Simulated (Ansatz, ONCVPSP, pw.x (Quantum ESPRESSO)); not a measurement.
From atom to crystal: ONCV potential for iridium

| Item | Value |
| --- | --- |
| Element | Ir (Z = 77) |
| Generator | ONCVPSP 4.0.1 |
| Type | optimised norm-conserving Vanderbilt (ONCV) |
| Functional | LDA (Perdew-Wang 92) |
| Relativity | scalar-relativistic |
| Frozen core | [Kr] 4d10 4f14 |
| Valence charge | 17 |
| Reference configuration | 5s2 5p6 5d8 6s1 |
| Partial waves | 5s+6s: rc 1.80 bohr, ncon 3, nbas 7, qcut 7.6 1/bohr, 2 projectors; 5p: rc 1.85 bohr, ncon 3, nbas 7, qcut 5.9 1/bohr, 1 projector; 5d: rc 1.95 bohr, ncon 4, nbas 9, qcut 6.7 1/bohr, 1 projector |
| Local potential | polynomial inside 1.15 bohr (lpopt 4, dvloc0 6 Ha) |
| Core correction | Teter function, fcfact 3.25, rcfact 1.1 |

Crystal test: bcc Ir in pw.x 7.5, no spin, 15³ k-points, Fermi–Dirac smearing 0.01 Ry, cutoffs 55/220 Ry. The reference is all-electron LAPW (Ansatz 0.2.0) with the same functional, mesh and smearing; V0 and B0 come from Birch–Murnaghan fits to the pressures at five volumes. Errors are pseudo minus all-electron; Δ is the rms difference of the E(V) curves that follow from these fits, minima aligned, over ±6 % about the mean V0. Mesh and smearing are coarse, so the numbers serve the comparison and aren't converged zero-temperature values; the lattice is a test structure that the element need not adopt.

All-electron: a0 = 3.062 Å (V0 = 14.36 Å³/atom), B0 = 356.2 GPa.

**Question.** How far does the potential miss the all-electron equation of state?

**Answer.** mean pressure error (GPa): -7.36; a0 (Å): 3.041; a0 error (%): -0.69; B0 error (%): +4.1; Δ (meV/atom): 23.4. This is a poor potential for the solid.

```tsv
V (Å³/atom)	P all-electron (GPa)	P pseudo (GPa)
13.646	20.63	12.09
14.005	9.50	1.61
14.364	-0.10	-7.40
14.723	-8.37	-15.14
15.082	-15.47	-21.77
```

**Question.** At the middle volume, how do free energy and pressure move when the wave cutoff is lowered (ecutrho kept at four times it)?

**Answer.**

```json
{"cutoff (Ry)": "25", "shift of F (meV/atom)": "+3456.7", "shift of P (GPa)": "-169.78"}
{"cutoff (Ry)": "33", "shift of F (meV/atom)": "+376.8", "shift of P (GPa)": "-27.20"}
{"cutoff (Ry)": "44", "shift of F (meV/atom)": "+10.0", "shift of P (GPa)": "-1.11"}
```

Input at the middle volume:

```
&control
  calculation='scf', prefix='x', pseudo_dir='./', outdir='./tmp', tstress=.true., disk_io='none'
/
&system
  ibrav=0, nat=1, ntyp=1, ecutwfc=55, ecutrho=220, nbnd=17,
  occupations='smearing', smearing='fd', degauss=0.01
/
&electrons
  conv_thr=1e-09, mixing_beta=0.4, electron_maxstep=70
/
ATOMIC_SPECIES
Ir 1.0 Ir.UPF
CELL_PARAMETERS angstrom
  -1.53134062 1.53134062 1.53134062
  1.53134062 -1.53134062 1.53134062
  1.53134062 1.53134062 -1.53134062
ATOMIC_POSITIONS crystal
Ir 0.0000 0.0000 0.0000
K_POINTS automatic
15 15 15 0 0 0
```

```bash
pw.x < Ir.scf.in > Ir.scf.out
```

Lines of the output:

```
Message from routine setup:
     using ibrav=0 with symmetry is DISCOURAGED, use correct ibrav instead
     lattice parameter (alat)  =       5.0122  a.u.
     unit-cell volume          =      96.9331 (a.u.)^3
     number of electrons       =        17.00
     number of Kohn-Sham states=           17
     kinetic-energy cutoff     =      55.0000  Ry
     charge density cutoff     =     220.0000  Ry
     scf convergence threshold =      1.0E-09
     Exchange-correlation= SLA  PW   NOGX NOGC
     number of k points=   120  Fermi-Dirac smearing, width (Ry)=  0.0100
     iteration #  1     ecut=    55.00 Ry     beta= 0.40
     total energy              =    -217.83527211 Ry
     estimated scf accuracy    <       0.09224271 Ry
     iteration #  2     ecut=    55.00 Ry     beta= 0.40
     total energy              =    -217.84422432 Ry
     estimated scf accuracy    <       0.00556509 Ry
     iteration #  3     ecut=    55.00 Ry     beta= 0.40
     total energy              =    -217.84458647 Ry
     estimated scf accuracy    <       0.00064638 Ry
     iteration #  4     ecut=    55.00 Ry     beta= 0.40
     total energy              =    -217.84465470 Ry
     estimated scf accuracy    <       0.00003248 Ry
     iteration #  5     ecut=    55.00 Ry     beta= 0.40
     total energy              =    -217.84465654 Ry
     estimated scf accuracy    <       0.00000242 Ry
     iteration #  6     ecut=    55.00 Ry     beta= 0.40
     total energy              =    -217.84465710 Ry
     estimated scf accuracy    <       0.00000011 Ry
     iteration #  7     ecut=    55.00 Ry     beta= 0.40
     total energy              =    -217.84465711 Ry
     estimated scf accuracy    <          9.1E-09 Ry
     iteration #  8     ecut=    55.00 Ry     beta= 0.40
     the Fermi energy is    24.7016 ev
!    total energy              =    -217.84465711 Ry
     estimated scf accuracy    <          1.9E-10 Ry
     smearing contrib. (-TS)   =      -0.00921921 Ry
     The total energy is F=E-TS. E is the sum of the following terms:
     one-electron contribution =     -38.48007400 Ry
     hartree contribution      =      30.22118932 Ry
     xc contribution           =     -27.85472678 Ry
     ewald contribution        =    -181.72182644 Ry
     convergence has been achieved in   8 iterations
          total   stress  (Ry/bohr**3)                   (kbar)     P=      -73.99
     Message from routine punch:
     Nothing written, as per user request (disk_io='none')
```

The run at the middle volume (120 k-points, 8 iterations) took about 8.3 s on one core of a shared host (Intel(R) Xeon(R) 6975P-C, 192 threads, 1512 GiB, load 18).
